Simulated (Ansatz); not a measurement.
A made-up structure of CH4BN, singlet:

C1  (0.374, -0.262, 0.304)
B2  (-0.672, 0.470, -0.547)
N3  (1.218, -0.851, 0.991)
H4  (-1.520, -0.243, -0.856)
H5  (-0.198, 0.895, -1.504)
H6  (-1.138, 1.344, 0.038)
H7  (1.894, -1.323, 1.540)
(Å)

It is relaxed with PBE-D4/def2-SVP and then PBE0-D4/def2-TZVP (Ansatz 0.2.0). Atoms count as bonded within 1.22 times the sum of their covalent radii (H–H: 0.88 Å). The end point is not checked to be a true minimum.

(1) Does its bonding change? (A judgement: the text doesn't fix the answer.)

Answers

(1) By the calculation: No: no bond forms or breaks.

Where it ends: The first stage lowers the energy by 0.47 eV in 5 steps. It ends as CH₄BN ([BH3][C][NH]):
C1  (0.363, -0.253, 0.295)
B2  (-0.678, 0.474, -0.551)
N3  (1.151, -0.804, 0.936)
H4  (-1.519, -0.355, -0.823)
H5  (-0.084, 0.880, -1.526)
H6  (-1.104, 1.367, 0.147)
H7  (1.830, -1.278, 1.488)
(Å)

Labels in which every atom is bracketed show which atoms are joined, not bond orders.

For scale, one of the runs: PBE0-D4/def2-TZVP relaxation, 117 basis functions, launched by `ansatz run in.yaml --threads 2 --pin off --events-out ev --progress --plain --max-ram 4352MiB`. Hardware: 2 CPU threads of an Arm Neoverse V1, shared host. Wall time about 7.5 s.
